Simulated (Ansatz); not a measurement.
For rock-salt HfC, PBE+SOC (PAW; Ansatz, a quantum-chemistry and plane-wave program) gives:

```
Quantity                          Value
------------------------------  -------
equilibrium lattice constant a  4.647 Å
bulk modulus B0                 234 GPa
```

### Question
What does r²SCANh (PAW; Ansatz) give for the same quantities?

### Answer

- lattice constant a: 4.640 Å (decreases by 0.2 %)
- bulk modulus: 248 GPa (grows by 6.0 %)

For comparison: lattice constant a 4.638 Å (measured, temperature not stated, not corrected to a static lattice; as tabulated in Zhang et al. (2018), doi:10.1088/1367-2630/aac7f0); bulk modulus 242 GPa (measured, room temperature, no zero-point or thermal correction, our sources range from 242 to 286; as tabulated in Synthesis of Binary Transition Metal Nitrides, Carbides and Borides from the …).

Changes are worked out from the printed values.

Unless a cell is named, each level is at its own relaxed cell (PBE+SOC 12.54, r²SCANh 12.49 Å³/atom).

Levels without +SOC leave out spin–orbit coupling, which shifts energies and cells of such heavy elements.

Ansatz's density-functional and Hartree–Fock values are scalar-relativistic unless marked +SOC, with PAW data made under PBE.
